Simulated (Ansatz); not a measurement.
C4H5F, triplet: CASSCF and its corrections

Computed with Ansatz's Gaussian-basis code (development build). Basis cc-pVTZ, nonrelativistic, no frozen core. State-specific CASSCF; RHF is the lowest restricted (open-shell) Hartree–Fock solution met. No symmetry is imposed, so a solution can break that of the shape. Lower solutions, or ones in other orbitals, may exist.

Geometry:

```xyz
10

C     0.0000   -1.8168   -0.2523
C     0.0000   -0.4815   -0.2037
C     0.0000    0.3462    0.9925
C     0.0000    1.6862    0.9630
F     0.0000    0.2245   -1.3671
H     0.0000   -2.3922    0.6639
H     0.0000   -2.3402   -1.1996
H     0.0000   -0.1905    1.9377
H     0.0000    2.2315    0.0267
H     0.0000    2.2660    1.8787
```

What do CASSCF and its corrections give against RHF in CAS(4,4), and what are the occupations?

CASSCF -1.099 eV, SC-NEVPT2 -25.968 eV; occupations 1.87, 1.07, 0.94, 0.13.

Roughly how much CPU time does a whole run from the default start take (median of such runs, summed over threads; nearly all runs on one pinned thread of a shared server, mostly Xeon at 2.3 to 2.6 GHz, by a development driver)?

CAS(4,4): about 19 s. Other jobs ran beside these, and the count of passes differs.
